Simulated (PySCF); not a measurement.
H₃P, SMILES P. Atoms are numbered in the order given.

```xyz
4

P      0.0000     0.0000     0.1290
H     -1.0308    -0.5951    -0.6451
H      0.0000     1.1902    -0.6451
H      1.0308    -0.5951    -0.6451
```

Geometry optimised at PBE0-D3(BJ)/def2-TZVPD.

The numbers are results of TDA-M06-2X/def2-TZVPD run with PySCF 2.14.0, not measurements.

Vertical excitations; the highest root listed may be one member of a degenerate set. Isolated molecule, no solvent. State labels are in the subgroup Cs.

```tsv
state	symmetry	energy (eV)	λ (nm)	f	main pairs
S1	A'	6.88	180	0.140	HOMO→LUMO 98 %
S2	A"	7.19	172	0.073	HOMO→LUMO+1 (degenerate set)
S3	A'	7.19	172	0.073	HOMO→LUMO+2 (degenerate set)
S4	A'	9.31	133	0.060	HOMO→LUMO+7, HOMO→LUMO+4 (degenerate set)
S5	A"	9.31	133	0.060	HOMO→LUMO+6, HOMO→LUMO+3 (degenerate set)
S6	A"	9.54	130	0.000	HOMO−2→LUMO+2 48 %, HOMO−1→LUMO+1 48 %
S7	A'	9.57	130	0.159	HOMO→LUMO+5 87 %
S8	A'	9.60	129	0.012	HOMO→LUMO+4, HOMO→LUMO+7 (degenerate set)
S9	A"	9.60	129	0.012	HOMO→LUMO+3, HOMO→LUMO+6 (degenerate set)
S10	A'	9.84	126	0.125	HOMO−1→LUMO 92 %
T1	A"	6.05	205	0	HOMO→LUMO+1 (degenerate set)
T2	A'	6.05	205	0	HOMO→LUMO+2 (degenerate set)
T3	A'	6.80	182	0	HOMO→LUMO 96 %
T4	A'	8.73	142	0	HOMO−2→LUMO+1 45 %, HOMO−1→LUMO+2 45 %
```
Triplets are in the Tamm–Dancoff approximation.
